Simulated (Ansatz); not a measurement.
Species: CHN, SMILES `C#N` (charge 0, multiplicity 1), formula CHN.

Problem. How many basis functions does frozen-core CCSD(T)/cc-pVTZ // PBE0-D3(BJ)/def2-SVP run with Ansatz (a first-principles code) use, how many core orbitals are frozen, and how many electrons are correlated?

Solution. 74 basis functions and 2 frozen orbitals, which leaves 10 correlated electrons. Core time is of the order of seconds.
